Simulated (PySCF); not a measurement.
## B$_{2}$H, quartet in 6-31G: errors against full CI

Geometry: a point of a stretch scan, not a stationary point.

```xyz
3

B     0.0000    0.0000    0.1535
B     0.0000    0.0000   -1.3670
H     0.0000    0.0000    1.2135
```

Basis 6-31G; PySCF 2.14.0. Only valence electrons are correlated (noble-gas cores frozen), which leaves 7 electrons in 18 orbitals. R marks a restricted (for open shells ROHF) determinant, U an unrestricted one.

Full CI is exact within this basis and frozen core; it isn't the basis-set limit. The frozen core follows each run's orbitals, which can shift R against U totals by a few meV.

* UHF ⟨S²⟩: 3.754
* T1 diagnostic (ROHF- or RHF-based CCSD): 0.0207
* largest doubles amplitude (ROHF- or RHF-based CCSD): 0.098
* T1 diagnostic (UCCSD): 0.0171

```tsv
level	E − E(full CI) (kcal/mol)	share of correlation (%)	wall time
RHF	53.70	0.00	–
UHF	52.85	1.58	–
RMP2	14.07	73.80	–
UMP2	13.86	74.20	–
RCCSD	1.68	96.87	–
UCCSD	1.66	96.92	–
RCCSD(T)	0.52	99.04	0.4 s
UCCSD(T)	0.50	99.07	0.39 s
RCCSDT	0.13	99.76	3.3 s
UCCSDT	0.11	99.79	3.2 s
```

The correlation energy at full CI, counted from RHF, is -2.329 eV. The search over symmetries took 6 s on 1 thread of Intel Xeon, shared host; the state has 331,072 determinants.

Times are those of the correlated step on a shared host, with one SCF added for the restricted CCSD run; they ran on 1 thread of Intel Xeon.

The full-CI state has the irrep A2 of C2v, in the program's axes (one component, if the state is degenerate).

Natural occupations of full CI about the gap: 1.971 1.958 0.994 0.979 0.979 0.031 0.031 0.023 0.012 0.007; effectively unpaired electrons, Σ n²(2−n)², 3.02.
